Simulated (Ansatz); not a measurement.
# BS+ (triplet): the correlation ladder, def2-TZVPP

The task here is to estimate one member of a computed series from the others.

The runs use Ansatz 0.2.0, Gaussian basis; def2-TZVPP, core rule «outside noble gas», up to 6 orbitals frozen.

Plan: UHF; ROHF; CCSD(T) on UHF.

2 further runs of the same task are left out: 2 set aside as unsound or not needed.

### The system

The geometry is a PBE0/def2-TZVP stationary point (not a proven minimum) of the parent state, kept for this charge and spin.

2 atoms, charge 1, spin multiplicity 3.

Atoms are counted from 1 here; the program's logs count them from 0.

Bond lengths: B1–S2 1.608 Å.

Geometry (Å):

```xyz
2

B     0.0000    0.0000    0.0000
S     0.0000    0.0000    1.6077
```

Set-up of the first run:

in.yaml

```yaml
crystal:
  periodic: [false, false, false]
  atoms:
    - {symbol: B, position_ang: [0.000000, 0.000000, 0.000000]}
    - {symbol: S, position_ang: [0.000000, 0.000000, 1.607700]}
basis:
  gaussian: {orbitals: def2-TZVPP}
total_charge: 1
magnetization: {spin_polarized: true, initial_magnetization: 2}
hamiltonian: {xc: hf}
output: {orbitals: {seedname: orbitals}}
```

On the command line:

```sh
> ansatz run in.yaml --threads 1 --pin off --events-out ev --progress --plain --max-ram 3968MiB --backend cpu
```

Among the steps run: UHF; ROHF; CCSD(T) on UHF.

One table of the session follows, with a row left open; its other results are not shown here.

```
  method  from UCCSD(T) (kJ/mol)
    ROHF                       ?
     UHF                  +562.0
    UMP2                   +98.8
   UCCSD                   +27.8
UCCSD(T)                       0
```

Q: Estimate the row for ROHF from the others.

**Answer.** from UCCSD(T) (kJ/mol): +575.1. In the column «from UCCSD(T) (kJ/mol)» it is the highest.
